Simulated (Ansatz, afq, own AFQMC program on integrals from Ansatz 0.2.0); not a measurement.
## BH3⁺, doublet: AFQMC among the cluster methods

```yaml
atoms:
  - { symbol: B, position_ang: [0.0000, 0.0000, 0.0681] }
  - { symbol: H, position_ang: [0.0000, 0.7178, -0.9866] }
  - { symbol: H, position_ang: [0.0000, 0.0000, 1.2424] }
  - { symbol: H, position_ang: [0.0000, -0.7178, -0.9866] }
```

Basis cc-pVDZ. Noble-gas cores (and the filled d shells of Ga–Kr and In–Xe) are frozen. AFQMC by an in-house program on the Cholesky factors that Ansatz 0.2.0 writes for its CCSD(T) run. The CISD trial takes its coefficients from CCSD amplitudes. Released means that phaseless walkers are propagated on without the constraint, phases kept. Uncertainties: one standard error, sampling alone.

Determinant: UHF, the one that the program's search chose, which needn't be the lowest solution. The geometry is a point of a scan.

Full CI on the same integrals is exact in this basis and with this determinant's frozen core.

Cautions: the ph-AFQMC/HF walk drifts between its halves (2.3 errors).

The T1 diagnostic is 0.0093. The weight of the determinant in the CISD state is 0.951 and the ⟨S²⟩ of the determinant is 0.759. The size of the correlated space is 5 electrons in 28 orbitals.

Reference: full CI, correlation energy -2.478 eV. The released energy is read at 1.50 1/Eh (meV from the phaseless value at times in 1/Eh: 0.1 ± 2.0 at 0.24, -1.5 ± 1.8 at 0.50, -1.5 ± 1.7 at 1.00, -1.6 ± 1.9 at 1.50).

| level | E − E(reference) (mEh) | share of correlation (%) |
| --- | --- | --- |
| HF | 91.08 | 0.00 |
| MP2 | 22.83 | 74.94 |
| CCSD | 1.68 | 98.16 |
| CCSD(T) | 0.42 | 99.53 |
| CCSDT | 0.02 | 99.97 |
| CCSDT(Q) | 0.00 | 99.99 |
| ph-AFQMC/HF | -1.90 ± 0.61 | 102.08 |
| ph-AFQMC/CISD | 0.08 ± 0.06 | 99.91 |
| released AFQMC | 0.02 ± 0.07 | 99.97 |

CCSDT and higher add their correlation energy to the determinant of the CCSD(T) run, since their own runs factorise the integrals more tightly (a shift of under 2 meV). A walk keeps the symmetry of its determinant, which the program's search chose and which needn't be the lowest solution, so a lower state of the same spin and another symmetry isn't excluded. Released energies are given only where the last usable release times agree within the noise; a slower fall can still hide under it.
